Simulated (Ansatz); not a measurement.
Ansatz (a first-principles code) input (BLYP/6-31G*):

Ansatz 0.2 input:
```yaml
crystal:
  periodic: [false, false, false]
  atoms:
    - {symbol: O, position_ang: [0.00702152, 0.00134342, 0.11666744]}
    - {symbol: H, position_ang: [-0.04995842, 0.75929218, -0.47415850]}
    - {symbol: H, position_ang: [-0.00621371, -0.77003954, -0.45918106]}
basis:
  gaussian:
    orbitals: 6-31G*
hamiltonian:
  xc: {name: BLYP}
output: {forces: true}
```

From the last part of the output:

```
Functional definition: BLYP
integrals: 0.00 GiB planned
189 factors; integrals over basis functions are off by at most 5.4e-4 eV
mean field: 0.04 GiB planned
mean field evaluation 1: about -2073.8377 eV, gradient 5.4e1 eV
mean field evaluation 2: about -2062.5999 eV, gradient 9.3e1 eV
mean field evaluation 4: about -2078.6237 eV, gradient 3.6e-1 eV
mean field evaluation 8: about -2078.6221 eV, gradient 6.3e-3 eV
mean field -2078.62212651 eV, -76.3879542086 hartree, gradient 1.2e-5 eV, S^2 0.000000; 0 other end points of the search recorded, 0 dependent functions left out
the calculation of the forces begins
reference -2078.62226184 eV, -76.3879591820 hartree; 5, 5 occupied and 14, 14 virtual orbitals, 189 factors
Total energy: -2078.62226184 eV, -76.3879591820 hartree
Atom 0 at     0.007022     0.001343     0.116667 Å, force     0.069863     0.013367     1.160824 eV/Å
Atom 1 at    -0.049958     0.759292    -0.474158 Å, force    -0.049278     0.494872    -0.585324 eV/Å
Atom 2 at    -0.006214    -0.770040    -0.459181 Å, force    -0.020585    -0.508238    -0.575500 eV/Å
Dipole moment:    -0.025010    -0.004785    -0.415554 e Å
```
